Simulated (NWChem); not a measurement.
**Correlation energy of carbon tetrachloride (CCl4)**

SMILES: ClC(Cl)(Cl)Cl
```xyz
5

Cl     1.4595     0.0000     1.0320
C      0.0000     0.0000     0.0000
Cl    -1.4595     0.0000     1.0320
Cl     0.0000     1.4595    -1.0320
Cl     0.0000    -1.4595    -1.0320
```
Charge 0, spin multiplicity 1.

Everything below was run with NWChem. Structure: optimised with B3LYP/def2-SVP, a minimum by its harmonic frequencies.

Basis set: STO-3G. Each correlation energy counts from its own Hartree-Fock reference.

| method | correlation energy (mHa) | difference from CCSD(T) |
|---|---|---|
| MP2 | -102.0 | +20.4 |
| CCSDT | -122.9 | -0.6 |
| CCSD | -120.0 | +2.4 |
| CR-CCSD[T] | -122.4 | 0.0 |
| CCSD+T(CCSD) | -122.8 | -0.4 |
| CR-CCSD(T) | -122.1 | +0.3 |
| CCSD(T) | -122.4 | 0.0 |
| SCS-MP2 | -106.8 | +15.6 |

The values span 21.0 mHa, from CCSDT (lowest) to MP2 (highest). 

The correlated methods keep 21 core orbitals frozen. No row is a measurement; the coupled-cluster row has its own basis-set and correlation limits.
